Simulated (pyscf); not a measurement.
PySCF, gas phase, ωB97X-D3(BJ)/def2-SVP geometries.

Q: Estimate the classical barrier height and the reaction energy of `[NH2][Ta]([Cl])([Cl])([Cl])[Cl]` -> `[NH]=[Ta]([Cl])([Cl])[Cl]` + `[ClH]` at ωB97M-D3(BJ)/def2-TZVP. The step runs on the singlet surface, breaks H–N, Cl–Ta and forms Cl–H; take the reactant's lowest minimum found as zero.

A: ΔE‡ = 162.3 kJ/mol, ΔE = +133.0 kJ/mol. Zero-point energy shifts the barrier by -18.6 kJ/mol. It is an elimination, with an imaginary mode of 791i cm⁻¹. On the product side the descent ends in an adduct with a Cl–Ta contact, 10.4 kJ/mol under the separated species and 19.4 kJ/mol under the saddle at ωB97X-D3(BJ)/def2-TZVP. What is counted as broken (Cl–Ta) persists as a longer contact in the product adduct; parting that adduct is a step of its own. One saddle was located; it need not be the lowest between these sides. Elements past Kr carry the def2 core potentials, without spin-orbit coupling.
